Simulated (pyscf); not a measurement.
7 gas-phase steps of one pattern: hydrogen abstraction on the doublet surface, H–H broken and H–Si/Ge/Sn formed. PySCF, gas phase, ωB97X-D3(BJ)/def2-SVP geometries. Electronic energies in eV, from the separated reactants; ΔE‡ and ΔE at ωB97M-D3(BJ)/def2-TZVP. Rows were drawn at random from the steps of this pattern with a verified saddle, stable references and no exit in the data more than 5 kcal/mol lower.

```tsv
row	step	ΔE	ΔE‡
1	H₂N–Si•(F)–Cl + H₂ → H₂N–SiH(F)–Cl + H•	+0.32	?
2	•H₂Si–Cl + H₂ → H₃Si–Cl + H•	+0.50	0.71
3	•H₂Si–Br + H₂ -> H₃Si–Br + H•	+0.53	0.74
4	•H₂Si–SH + H₂ → H₃Si–SH + H•	+0.58	0.77
5	H₃C–GeH₂• + H₂ → H₃C–GeH₃ + H•	+0.82	0.95
6	H₂N–GeH•–F + H₂ → H₂N–GeH₂–F + H•	+0.86	1.02
7	H₃Si–Si•(SiH₃)–SiH₃ + H₂ → H₃Si–SiH(SiH₃)–SiH₃ + H•	+0.87	1.00
```

Question: From a straight line through the complete rows, estimate the missing barrier and say how far the line can be trusted.

Answer: Over the 6 complete rows the means are +0.69 (ΔE) and 0.86 (ΔE‡); least squares gives b = 0.80 and a = 0.31 eV, with residuals of 0.01 eV (root mean square; largest 0.02, row 6). For row 1: 0.31 + 0.80 × (+0.32) = 0.57 eV, an extrapolation. The computed barrier is 0.60 eV, 0.03 over the line. The line follows these rows closely. A slope of 0.80 suggests late, product-like saddles. Each barrier is that of the saddle found. Elements up to Kr have no core potential and no relativistic terms here.
